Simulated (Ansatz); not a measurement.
Working through vertical and adiabatic energies of changing the electron count of CH4BCl, SMILES BCCl

With Ansatz 0.2.0, Python API.

`ch4bcl.xyz`
```text
7

B    -0.65750   -0.05400   -0.61140
C     0.44620   -0.14870    0.45590
Cl    1.28020    1.40220    0.61740
H    -1.31370   -0.93020   -0.87570
H    -0.89350    1.00700   -1.20150
H     1.16430   -0.91450    0.13190
H     0.03530   -0.42970    1.43760
```

At the Python prompt:
```pycon
>>> import itertools
>>> import ansatz as az
>>> from ase.data import atomic_numbers, covalent_radii
>>> import numpy as np
>>> geometry = az.Crystal.molecule_from_extxyz("ch4bcl.xyz")
>>> calc = geometry.calculation().basis(gaussian="6-31G*").functional("pbe0", dispersion="d4")
>>> symbols = [site.symbol for site in geometry.cartesian_sites]
>>> start = np.array([site.position_ang for site in geometry.cartesian_sites], dtype=float)
>>> data = calc.relax(force_tolerance=0.01).run().report
>>> end = np.array(data["positions_ang"])
>>> minimum = az.Crystal.molecule()
>>> for symbol, place in zip(symbols, end):
...     minimum = minimum.atom(symbol, place.tolist())
...
>>> ion = (
...     minimum.calculation()
...     .basis(gaussian="6-31G*")
...     .functional("pbe0", dispersion="d4")
...     .charge(1)
...     .spin("collinear", total=1)
... )
>>> vertical = ion.run().report
>>> settled = ion.relax(force_tolerance=0.01, max_steps=80).run().report
>>> print(f"vertical ionisation energy   {vertical['free_energy_ev'] - data['free_energy_ev']:.3f} eV")
vertical ionisation energy   10.716 eV
>>> print(f"adiabatic, no zero point     {settled['free_energy_ev'] - data['free_energy_ev']:.3f} eV")
adiabatic, no zero point     10.402 eV
>>> print(f"relaxation energy of the ion {vertical['free_energy_ev'] - settled['free_energy_ev']:.3f} eV")
relaxation energy of the ion 0.314 eV
>>> ionised = np.array(settled["positions_ang"])
>>> # pairs closer than 1.2 times the sum of covalent radii, before or after
>>> radius = [covalent_radii[atomic_numbers[s]] for s in symbols]
>>> span = lambda where, i, j: np.linalg.norm(where[i] - where[j])
>>> bonded = [(i, j) for i, j in itertools.combinations(range(len(symbols)), 2) if min(span(end, i, j), span(ionised, i, j)) < 1.2 * (radius[i] + radius[j])]
>>> print("pair        before    after (A)")
pair        before    after (A)
>>> for i, j in bonded:
...     print(f"{symbols[i]}{i}-{symbols[j]}{j}".ljust(10), f"{span(end, i, j):8.4f} {span(ionised, i, j):8.4f}")
...
B0-C1        1.5574   1.7006
B0-H3        1.1997   1.1940
B0-H4        1.1944   1.1821
C1-Cl2       1.7927   1.6939
C1-H5        1.0982   1.0987
C1-H6        1.0982   1.0987
>>> for first, second in list(itertools.combinations(bonded, 2)):
...     shared = set(first) & set(second)
...     if shared and symbols[(j := shared.pop())] != "H":
...         i, k = sorted((set(first) | set(second)) - {j})
...         u, v = ionised[i] - ionised[j], ionised[k] - ionised[j]
...         angle = np.degrees(np.arccos(np.clip(u @ v / np.linalg.norm(u) / np.linalg.norm(v), -1, 1)))
...         print(f"final angle {symbols[i]}{i}-{symbols[j]}{j}-{symbols[k]}{k}: {angle:.2f} deg")
...
final angle C1-B0-H3: 105.21 deg
final angle C1-B0-H4: 121.36 deg
final angle B0-C1-Cl2: 110.37 deg
final angle B0-C1-H5: 102.46 deg
final angle B0-C1-H6: 102.50 deg
final angle H3-B0-H4: 133.42 deg
final angle Cl2-C1-H5: 112.84 deg
final angle Cl2-C1-H6: 112.84 deg
final angle H5-C1-H6: 114.71 deg
```

The energies are electronic: no zero-point or thermal terms, and the basis set is short of its limit. The product may relax into another structure. The relaxation finds the nearest minimum, so the adiabatic value is an upper bound. Hardware and time: 46 s on 1 thread of Arm Neoverse V2, with other jobs on the host, peak memory 0.22 GiB.
